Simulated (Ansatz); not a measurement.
Abridged output of a molecular run in Ansatz:

```
Functional definition: HF
1058 factors; integrals over basis functions are off by at most 1.4e-3 eV
mean field evaluation 1: about -7935.7676 eV, gradient 3.6e1 eV
mean field evaluation 2: about -7935.8946 eV, gradient 3.6e1 eV
mean field evaluation 4: about -7938.8943 eV, gradient 4.0e0 eV
mean field evaluation 8: about -7938.9415 eV, gradient 1.8e-1 eV
mean field -7938.94159925 eV, -291.7507225646 hartree, gradient 1.4e-6 eV, S^2 0.000000; 0 other end points of the search recorded, 0 dependent functions left out
5 core orbitals not correlated: weight in the atoms' cores, before any rotation towards them, 1.000 or more for the frozen orbitals, at most 0.000 for the correlated occupied ones
reference -7938.94159925 eV, -291.7507225646 hartree; 16, 16 occupied and 84, 84 virtual orbitals, 1058 factors
second order -21.63021404 eV of doubles, -0.00000000 eV of singles
cycle   1  -22.33367548 eV  change   -7.0e-1 eV  update   9.1e-2
cycle   2  -22.82305759 eV  change   -4.9e-1 eV  update   2.6e-2
cycle   3  -22.94120554 eV  change   -1.2e-1 eV  update   1.2e-2
cycle   4  -22.93993269 eV  change    1.3e-3 eV  update   2.4e-3
cycle   5  -22.94005388 eV  change   -1.2e-4 eV  update   9.5e-4
cycle   6  -22.94042861 eV  change   -3.7e-4 eV  update   2.8e-4
cycle   7  -22.94031158 eV  change    1.2e-4 eV  update   1.0e-4
cycle   8  -22.94025903 eV  change    5.3e-5 eV  update   3.6e-5
cycle   9  -22.94025881 eV  change    2.2e-7 eV  update   1.3e-5
perturbative correction -0.54905089 eV, -0.0201772480 hartree
Total energy: -7962.43090894 eV, -292.6139387742 hartree
```

Its atoms:

Cartesian coordinates in Å:
```
C -0.316 -1.464 -0.274
C -0.510 0.020 -0.123
F -1.296 0.261 1.012
C 0.777 0.787 0.063
O 0.558 2.167 0.202
H -1.280 -1.970 -0.339
H 0.233 -1.871 0.578
H 0.246 -1.680 -1.186
H -1.067 0.440 -0.968
H 1.409 0.650 -0.818
H 1.312 0.373 0.931
H -0.067 2.286 0.923
```

Question: Which basis set was used?
A. def2-SVP
B. def2-QZVPP
C. def2-SVPD
D. def2-TZVPP

Answer: A. It gives 105 functions.

Question: Write the keys of the input that set method, charge and spin (a neutral closed shell needs none for the last two).

Answer: 
```yaml
correlation: {method: ccsd_t}
```
